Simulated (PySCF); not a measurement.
# H6SSi2: the cost of one run

Programs: PySCF 2.14.0, with density-fitted response routines of our own. Each step states its level of theory. These are calculated values for one molecule in the gas phase, unless marked as measured. Atoms count from 0, in the outputs and in this text.

### 1 The molecule as given

9 atoms, charge 0, multiplicity 1; geometry from: PBE0-D3(BJ)/def2-SVP.

Bonds of the start (Å): Si0–S1 2.15, S1–Si2 2.15, Si0–H3 1.49, Si0–H4 1.49, Si0–H5 1.49, Si2–H6 1.49, Si2–H7 1.49, Si2–H8 1.49.

### 2 NMR shieldings: HF/pcSseg-2

Job settings and geometry (Å):

```
{"job": {"kind": "nmr", "xc": "HF", "basis": "pcSseg-2", "pop": false}, "charge": 0, "multiplicity": 1}
Si     1.371337     0.570458     0.298967
S     -0.093599     0.615889    -1.273434
Si    -1.658300    -0.527344    -0.341609
H      1.796609    -0.829622     0.598232
H      2.530475     1.362049    -0.199269
H      0.830419     1.182318     1.549661
H     -1.218070    -1.930900    -0.082847
H     -2.798127    -0.518598    -1.300267
H     -2.070833     0.090491     0.954363
```

Method: GIAO HF/pcSseg-2 NMR shielding, non-relativistic, gas phase.

The run is started by

```console
OMP_NUM_THREADS=1 python probes_run.py task.json out
```

The driver reads the jobs from task.json and runs them one after another.

**Question.** How long does this first job take on 1 thread of Arm Neoverse V1, shared host, and how much memory does it need?

About 12 s, with a peak of 0.89 GiB.
